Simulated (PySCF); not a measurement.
**Relaxation of singlet CF4**

All numbers come from B3LYP/[C def2-SVP, F def2-SVP], no relativity, density fitting, PySCF. A (50,194) grid was used.

A hand-made see-saw start, of C2v symmetry, held to at least that symmetry:

```xyz
5
charge 0 multiplicity 1, angstrom
C     0.0000    0.0000   -0.4218
F     0.0000    1.3847   -0.3007
F     0.0000   -1.3847   -0.3007
F     1.0953    0.0000    0.4340
F    -1.0953    0.0000    0.4340
```

Optimiser trace:
| step | E − E(last) (kJ/mol) | largest gradient (Eh/bohr) |
| --- | --- | --- |
| 0 | 720.01 | 0.29482 |
| 1 | 342.56 | 0.12673 |
| 2 | 158.68 | 0.06364 |
| 3 | 53.77 | 0.06302 |
| 4 | 6.33 | 0.03331 |
| 5 | 3.12 | 0.01150 |
| 6 | 1.22 | 0.01200 |
| 7 | 0.19 | 0.00736 |
| 8 | 0.00 | 0.00049 |
| 9 | 0.00 | 0.00005 |

It ends at Td with C–F 1.323 Å (×4); F–C–F 109.5° (×6). No frequency check is given, so it may be a saddle point. Other isomers or separated fragments may lie lower.

Final geometry:
Z-matrix (Å, degrees; charge 0 multiplicity 1):
```
C
F  1 1.3233
F  1 1.3233 2 109.46
F  1 1.3232 2 109.48 3 120.01
F  1 1.3232 2 109.48 3 -120.01
```

The relaxation took about 20 core-seconds on a shared host.
